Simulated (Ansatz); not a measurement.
## SiH4, triplet: stretch scan

All five atoms lie in one plane.

Starting geometry (PBE0/def2-TZVP stationary point for this spin, not checked as a minimum):

```xyz
5

Si    0.0000    0.0000    0.0000
H    -0.0115    1.0851    1.0776
H    -0.0165   -1.0776    1.0850
H     0.0165    1.0776   -1.0850
H     0.0115   -1.0851   -1.0776
```

From there H2 moves along the line of the two atoms named below, all else staying in place; atoms are numbered as listed. Energies are in kcal/mol, counted from the starting geometry at the same level. Kohn–Sham curves are unrestricted where that lies lower.

Basis cc-pVTZ; Ansatz 0.2.0. Only valence electrons are correlated (noble-gas cores frozen). R marks a restricted (for open shells ROHF) determinant, U an unrestricted one.

Full CI isn't at hand for all of this; UCCSDT(Q) serves as the reference, and is uncertain by the last step of the cluster series or more.

```csv
distance Si1-H2 (Å),r2SCAN
1.350,6.8
1.529,0.0
1.660,1.9
2.136,17.7
2.840,27.5
4.124,29.5
```

**Question.** Estimate the UCCSDT(Q) curve in cc-pVTZ from this one, knowing how r2SCAN differs from it in such a basis.

**Answer.** The computed UCCSDT(Q) values, in kcal/mol from the starting point, and the difference of r2SCAN against them:
```tsv
distance Si1-H2 (Å)	UCCSDT(Q)	r2SCAN less UCCSDT(Q)
1.350	6.8	0.0
1.529	0.0	0.0
1.660	1.8	0.1
2.136	15.7	2.0
2.840	20.2	7.3
4.124	20.4	9.1
```

r2SCAN at 4.124 Å lies 9.1 kcal/mol (45 %) above the reference in this basis.
